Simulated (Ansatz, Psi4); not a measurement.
## Exact exchange and the HOMO–LUMO gap of C2H4Si (ethynylsilane)

C2H4Si has 7 atoms, charge 0, and is taken as a singlet. SMILES: `C#C[SiH3]`. Geometry: relaxed at PBE0-D4/def2-TZVP.

The HOMO–LUMO gap y, in eV, basis 6-311+G(d,p); a is the functional's share of exact exchange. Programs: Ansatz 0.2.0, Psi4 1.11.

```
functional  program     a  y (eV)
    r2SCAN     Psi4     0    6.57
      BLYP   Ansatz     0    6.03
     B3LYP     Psi4   0.2       ?
      PBE0     Psi4  0.25    8.20
   r2SCAN0   Ansatz  0.25    8.53
     BHLYP   Ansatz   0.5    9.84
```

Q: Fit y = c + s·a to the known rows and predict B3LYP.

A: 
1. Means of the 5 rows: a = 0.2000, y = 7.834.
2. Σ(Δa)² = 0.175, Σ(Δa·Δy) = 1.2685, so the slope is 1.2685/0.175 = 7.2486.
3. Intercept: 7.834 − (7.2486) × 0.2000 = 6.384. The largest residual of the fit is 0.35.
4. B3LYP: 6.384 + (7.2486) × 0.2 = 7.83 eV.

The run gave 7.75 eV, so the prediction is off by +0.08 eV, within the largest residual. Exact exchange lowers occupied levels and raises empty ones. The rows mix families of semi-local functionals, which the line can't see.
